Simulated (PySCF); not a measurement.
**cyanic acid: gas-phase deprotonation enthalpies at several levels**

Structure: `N#CO` (CHNO). Atom numbers as in the mapped SMILES `[N:1]#[C:2][OH:3]`.

All levels share the PBE0-D3(BJ)/ma-def2-SVP structures and the PBE0-D3(BJ)/ma-def2-SVP thermal terms; only the single-point energies (PySCF) change. Values are gas-phase deprotonation enthalpies (298 K, kJ/mol).

```csv
level,O3,abs. error,time
MP2/ma-def2-TZVP,1305,18.6,3.1 s
ωB97X-D3(BJ)/ma-def2-TZVP,1320,3.9,–
CCSD(T)/ma-def2-TZVP,1321,2.6,62 s
HF/ma-def2-TZVP,1334,10.9,0.62 s
ATcT 1.112,1324,,
```

Times are wall times for all single points of a level on 1 thread of Arm Neoverse V2, a shared host; the dash marks the run that also made the structures.

Hartree-Fock leaves out electron correlation, so its deprotonation energies can be off by tens of kJ/mol.

The spread: 30 kJ/mol, from 1305 to 1334.

Differences come from unrounded values, so a last digit can differ from that of the printed terms.
